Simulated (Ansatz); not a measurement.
Ansatz (an electronic-structure program) input (HF/3-21G): The .json file is the Basis Set Exchange's 3-21G.

Ansatz 0.2 input:
```yaml
crystal:
  periodic: [false, false, false]
  atoms:
    - {symbol: C, position_ang: [-0.00903893, -0.16598317, -1.17781937]}
    - {symbol: C, position_ang: [0.00141053, 0.02590185, 0.18379994]}
    - {symbol: N, position_ang: [0.01029076, 0.18897076, 1.34093969]}
    - {symbol: H, position_ang: [0.91257282, -0.21567538, -1.72192526]}
    - {symbol: H, position_ang: [-0.93883778, -0.26663200, -1.70053598]}
basis:
  gaussian:
    orbitals: 3-21G.json
hamiltonian:
  xc: {name: HF}
magnetization: {spin_polarized: true, initial_magnetization: 1}
phonons: {temperatures: {t_min: 298.15, t_max: 298.15, t_step: 100}}
```

**Question.** Which harmonic wavenumbers does it give?

**Answer.** 457, 517, 728, 1090, 1162, 1591, 2016, 3319, 3423 cm⁻¹ (unscaled; negative means imaginary).

The determinant is spin-contaminated: <S^2> is 0.97 against 0.75 for a pure state.
